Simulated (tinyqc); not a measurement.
Worked calculation: Pariser-Parr-Pople SCF with singles CI, for the molecule OC=CCl (SMILES; centres numbered as the heavy atoms are written). One step of it, computed by the program tinyqc.

Task: Iteration 2: Fock matrix. F_rr = H_rr + P_rr gamma_rr / 2 + sum_(s != r) P_ss gamma_rs; F_rs = H_rs - P_rs gamma_rs / 2; E = tr P (H + F) / 2 + core repulsion sum_(r<s) z_r z_s gamma_rs.

P after iteration 1, lower triangle:
```
            1O         2C        3C       4Cl
1O    1.919223
2C    0.264909   1.131230
3C   -0.278218   0.912416  1.041744
4Cl   0.086299  -0.283016  0.297235  1.907803
```

core matrix H (eV), lower triangle:
```
             1O          2C          3C         4Cl
1O   -54.861547
2C    -2.410000  -46.766515
3C     0.000000   -2.570000  -45.525510
4Cl    0.000000    0.000000   -1.710000  -46.736550
```

repulsion gamma_rs (eV), lower triangle:
```
            1O         2C         3C        4Cl
1O   21.500000
2C    8.697857  11.130000
3C    5.580138   7.555018  11.130000
4Cl   3.791776   5.327891   7.825108  13.000000
```

Centres (angstrom, eV; a flat drawing with bonds scaled to 1.40 angstrom):

| centre | x | y | core charge z | W | gamma_rr |
|---|---|---|---|---|---|
| 1O | 1.848000 | -0.127000 | 2 | 33.000000 | 21.500000 |
| 2C | 0.559000 | 0.421000 | 1 | 11.160000 | 11.130000 |
| 3C | -0.559000 | -0.421000 | 1 | 11.160000 | 11.130000 |
| 4Cl | -1.848000 | 0.127000 | 2 | 26.000000 | 13.000000 |

Give: F; pi energy.

Result:

F (eV), lower triangle:
```
          1O      2C      3C      4Cl
1O   -11.344
2C    -3.562  -5.743
3C     0.776  -6.017  -5.543
4Cl   -0.164   0.754  -2.873  -12.880
```

pi energy = -110.338 eV
